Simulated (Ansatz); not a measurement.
A made-up structure of CH4B, doublet:

B1  (0.021, -0.756, 0.047)
C2  (-0.022, 0.763, -0.047)
H3  (1.026, -1.350, -0.223)
H4  (0.426, 1.620, 0.387)
H5  (0.779, 1.354, -0.485)
H6  (-0.856, 1.357, 0.318)
(Å)

It is relaxed with PBE-D4/def2-SVP and then PBE0-D4/def2-TZVP (Ansatz 0.2.0). Atoms count as bonded within 1.22 times the sum of their covalent radii (H–H: 0.88 Å). The end point is not checked to be a true minimum.

Question: Does its bonding change? (A judgement: the text doesn't fix the answer.)

Answer: Computed: No: no bond forms or breaks.

Where it ends: The first stage lowers the energy by 2.68 eV in 25 steps. It ends as CH₄B ([BH][CH3]):
B1  (0.115, -0.601, 0.112)
C2  (0.036, 0.928, 0.000)
H3  (1.027, -1.321, -0.174)
H4  (0.622, 1.294, 0.861)
H5  (0.537, 1.328, -0.890)
H6  (-0.962, 1.360, 0.088)
(Å)

Labels in which every atom is bracketed show which atoms are joined, not bond orders.

For scale, one of the runs: PBE0-D4/def2-TZVP relaxation, 86 basis functions, launched by `ansatz run in.yaml --threads 2 --pin off --events-out ev --progress --plain --max-ram 4352MiB`. The run took about 7 s on 2 CPU threads of an Arm Neoverse V1 (shared host).
